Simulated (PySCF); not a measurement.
Compound: P2H4.
Cartesian coordinates in Å at the PBE0-D3(BJ)/def2-SVP level; atoms count from 1:
```xyz
6
P2H4 angstrom
P      0.5209    0.9413   -0.3438
P     -0.5419   -0.9328    0.2900
H      1.3605    0.9571    0.8137
H      1.5000    0.2337   -1.1099
H     -1.4137   -0.9289   -0.8440
H     -1.4922   -0.2237    1.0900
```

Level: wB97X-D/def2-SVPD in PySCF, non-relativistic, on one gas-phase PBE0-D3(BJ)/def2-SVP geometry that isn't relaxed in the solvent. The solvent is an IEF-PCM continuum (van der Waals radii × 1.2). Only the electrostatic response of the medium enters.

Gas phase at wB97X-D/def2-SVPD: HOMO -8.69 eV, LUMO 1.42 eV, dipole 0.02 D.

Problem. What does the continuum do to the energy, the frontier levels and the dipole at wB97X-D/def2-SVPD in chloroform?

Solution. 
```json
{"solvent": "chloroform", "ε": "4.711", "E(solvent) − E(gas) (kJ/mol)": "-5.55", "polarisation term (kJ/mol)": "-6.27", "distortion of the solute (kJ/mol)": "0.72", "HOMO (eV)": "-8.63", "LUMO (eV)": "1.51", "dipole (D)": "0.02"}
```

The polarisation term is half the interaction of the solute with the surface charges that it induces; the rest is the cost of distorting the solute's density. The sum is the electrostatic part of solvation alone. Charge and dipole vanish, so a point-dipole model would give no lowering at all.

Problem. How does the static polarisability (wB97X-D/def2-SVPD, frozen core, with the continuum's full static response) change?

Solution. 
```tsv
medium	isotropic (au)	principal values (au)	⟨r²⟩ of the electrons (bohr²)
gas	56.8	48.9, 49.0, 72.5	250.4
chloroform	76.0	64.9, 65.4, 97.9	250.6
```

The isotropic value in chloroform is 1.34 times the gas-phase one; no cavity-field correction is applied. ⟨r²⟩ is taken about the centre of nuclear charge.

Note: wB97X-D ran without an empirical dispersion term, which enters the total energy and its gradient alone.
